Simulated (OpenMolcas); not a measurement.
## [SiH3]+ (SMILES [SiH3+]): the energy, rung by rung

The species is [SiH3]+ (4 atoms), meant as a singlet with charge +1. As SMILES, `[SiH3+]`. The coordinates come from a PBE0-D4/def2-TZVP relaxation.

```xyz
4

Si    0.0000    0.0000    0.0000
H     0.6869    0.6754    1.1130
H    -0.1184   -1.4672   -0.0099
H    -0.5685    0.7917   -1.1031
```

Each level gives the energy change with the Si1–H4 bond stretched from 1.472 to 2.576 Å (eV). The values are calculated.

```json
{"level": "HF/3-21G (restricted)", "kind": "Hartree–Fock", "program": "OpenMolcas", "value (eV)": "3.54", "less FCI/3-21G": "+1.04", "CPU time (all runs)": "3.2 s"}
{"level": "PBE/3-21G (restricted)", "kind": "GGA", "program": "OpenMolcas", "value (eV)": "2.77", "less FCI/3-21G": "+0.27", "CPU time (all runs)": "8.4 s"}
{"level": "r2SCAN/3-21G (restricted)", "kind": "meta-GGA", "program": "OpenMolcas", "value (eV)": "2.98", "less FCI/3-21G": "+0.48", "CPU time (all runs)": "11 s"}
{"level": "B3LYP/3-21G (restricted)", "kind": "global hybrid", "program": "OpenMolcas", "value (eV)": "2.98", "less FCI/3-21G": "+0.48", "CPU time (all runs)": "8.9 s"}
{"level": "B2PLYP/3-21G (restricted)", "kind": "double hybrid", "program": "OpenMolcas", "value (eV)": "3.03", "less FCI/3-21G": "+0.53", "CPU time (all runs)": "8.1 s"}
{"level": "MP2/3-21G (restricted)", "kind": "perturbation theory", "program": "OpenMolcas", "value (eV)": "3.09", "less FCI/3-21G": "+0.59", "CPU time (all runs)": "3.5 s"}
{"level": "CASPT2(2,2)/3-21G", "kind": "multireference", "program": "OpenMolcas", "value (eV)": "2.51", "less FCI/3-21G": "+0.01", "CPU time (all runs)": "3.3 s"}
{"level": "SC-NEVPT2(2,2)/3-21G", "kind": "multireference", "program": "OpenMolcas", "value (eV)": "2.50", "less FCI/3-21G": "0.00", "CPU time (all runs)": "3.3 s"}
{"level": "CISD/3-21G (restricted)", "kind": "coupled cluster or CI", "program": "OpenMolcas", "value (eV)": "2.68", "less FCI/3-21G": "+0.18", "CPU time (all runs)": "3.6 s"}
{"level": "FCI/3-21G", "kind": "exact in the basis", "program": "OpenMolcas", "value (eV)": "2.50", "less FCI/3-21G": "0.00", "CPU time (all runs)": "7.5 s"}
```

FCI/3-21G is exact within its basis and frozen core, so for wave-function methods in that basis the difference is their error; functionals converge differently with the basis, so for them it is only a difference. Spin-restricted single references rise too steeply as a bond breaks, Hartree–Fock most of all. The first shape isn't each level's own minimum. The values span 2.50 to 3.54 eV. All rows use very small basis sets, so even the best lies far from the true value. CPU times are rough (shared hosts, several kinds of processor): they show what a rung costs within a factor of a few.
